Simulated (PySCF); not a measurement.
Saddle point of SiNH₃, singlet (SiNH₃ ([NH2][SiH]) → SiNH₃ ([NH][SiH2]); bonds formed: H1–Si3; bonds broken: H1–N2), PBE0-D4/def2-TZVP structure:

```
5
angstrom
H -0.6813 -1.0691 -0.4602
N 0.3648 -0.5776 0.6398
Si 0.2299 0.1291 -0.8628
H -0.1545 1.6028 -0.8460
H 0.2411 -0.0853 1.5291
```

Energies are electronic, without zero-point energy. Barriers and step energies count from the start structure reached by relaxing down the imaginary mode; all methods use the PBE0-D4 structures, on which another method's saddle can fall below an end. Program: PySCF 2.14 with density fitting (its default auxiliary sets; JK sets also for MP2 and CCSD(T)). Basis: def2-TZVPP, with def2-QZVPP for the basis limit. Cores are frozen in the correlated methods. B3LYP uses VWN-RPA correlation. Extrapolation: Hartree–Fock as exp(−7.88 √X), correlation as X^−2.97.

```tsv
method	barrier (kcal/mol)	step energy (kcal/mol)
SPW92	?	16.95
PBE-D4	?	15.21
r2SCAN-D4	64.18	13.57
PBE0-D4	68.35	17.26
B3LYP-D4	67.94	16.10
BHLYP-D4	75.73	18.31
wB97M-V	?	18.50
HF	86.25	20.50
MP2	69.64	13.09
CCSD	72.18	17.61
CCSD(T)	68.14	16.01
```

(1) Fill in the withheld barriers. (To be estimated.)

No T1 diagnostic of these runs exceeds 0.029. The T1 diagnostic is large here, which may signal multireference character or strong orbital relaxation, so CCSD(T) is less sure. The restricted Hartree–Fock reference is unstable towards an unrestricted one at one or more of these structures.

Results:

(1) Computed: SPW92 61.54; PBE-D4 61.57; wB97M-V 71.36 kcal/mol. Each is the energy of the saddle less that of the start structure, by the same method.

For comparison, the barrier by CCSD(T) at an estimated basis limit (MP2 extrapolated from triple and quadruple zeta, plus CCSD(T) − MP2 in triple zeta) is 67.92 kcal/mol.

Labels in which every atom is bracketed show which atoms are joined, not bond orders.

For scale, one of the runs: CCSD(T)/def2-TZVPP, 115 basis functions, launched by `OMP_NUM_THREADS=4 python run.py`. The run took about 32 s on 4 CPU threads of a Oxide Virtual Turin-like (shared host).
